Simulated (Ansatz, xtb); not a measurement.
## Ranking isomers of C2H4B

7 gas-phase structures of C2H4B, found in a search over its isomers (lower ones may exist). Each was relaxed with GFN2-xTB:

A. `[CH]=BC`, a doublet
B. `[BH]C=C`, a doublet
C. a doublet given by its coordinates
D. a doublet given by its coordinates
E. `B1[CH]C1`, a doublet
F. `[H]/[C]=C/B`, a doublet
G. `[BH3-][C+]=[CH]`, a doublet

D (Å):

```xyz
7

C    -1.0481   -0.2699   -0.4742
C    -1.3602    0.7025   -1.2596
B    -0.6924   -1.3728    0.4206
H     0.3979   -1.4480    0.8447
H    -1.0182    0.7698   -2.2862
H    -1.4993   -2.1736    0.7067
H    -1.9910    1.5295   -0.9529
```

Close contacts (Å): C1–C2 1.29, C1–B3 1.46, C2–H5 1.08, C2–H7 1.08, B3–H4 1.17, B3–H6 1.17.

C (Å):

```xyz
7

C    -0.4475    0.0758   -1.0212
C    -1.6991   -0.1465   -1.0520
B    -0.9949   -0.6657    0.3624
H    -0.8438    0.0079    1.3175
H    -1.0862   -1.8318    0.5052
H     0.4204    0.5471   -1.4163
H    -2.6166   -0.2004   -1.5880
```

Close contacts (Å): C1–C2 1.27, C1–B3 1.66, C2–B3 1.66, C1–H6 1.06, C2–H7 1.06, B3–H4 1.18, B3–H5 1.18.

Q: Estimate their order in r2SCAN-D4/def2-SVP energy at these geometries, lowest first.

A: Calculated order at r2SCAN-D4/def2-SVP: D (0.0), A (20.2), B (27.8), E (36.7), F (70.5), C (89.5), G (161.0) kJ/mol.

Energies above the lowest of each column, in kJ/mol; the last columns are at PBE0-D3(BJ)/def2-SVP geometries and were run for some of them only (a dash: not run or not comparable):

| structure | GFN2-xTB | HF/STO-3G | r2SCAN-D4/def2-SVP | PBE0-D3(BJ)/def2-SVP | CCSD(T)/def2-TZVP |
| --- | --- | --- | --- | --- | --- |
| D | 0.0 | 0.0 | 0.0 | 0.0 | 0.0 |
| A | 83.3 | 53.1 | 20.2 | 21.5 | 22.3 |
| B | 48.7 | 55.0 | 27.8 | 30.3 | 38.8 |
| E | 53.8 | 66.2 | 36.7 | 30.9 | 54.8 |
| F | 95.3 | 27.8 | 70.5 | 69.1 | – |
| C | 68.3 | 171.5 | 89.5 | – | – |
| G | 85.0 | 293.5 | 161.0 | – | – |

Every level run on D puts it lowest or level with the lowest. Flexible structures stand in one conformer each, not always the lowest. Frequencies (PBE0-D3(BJ)/def2-SVP) were run for A, B, D, E alone. Open shells are spin-unrestricted, some with notable spin contamination.

Over these structures GFN2-xTB departs from r2SCAN-D4/def2-SVP by 31.3 kJ/mol on average once a common shift is removed. A GFN2-xTB relaxation took about 0.046 s and the r2SCAN-D4/def2-SVP energy about 2.2 s on a shared host (Ansatz 0.2.0, xtb 6.7.1).
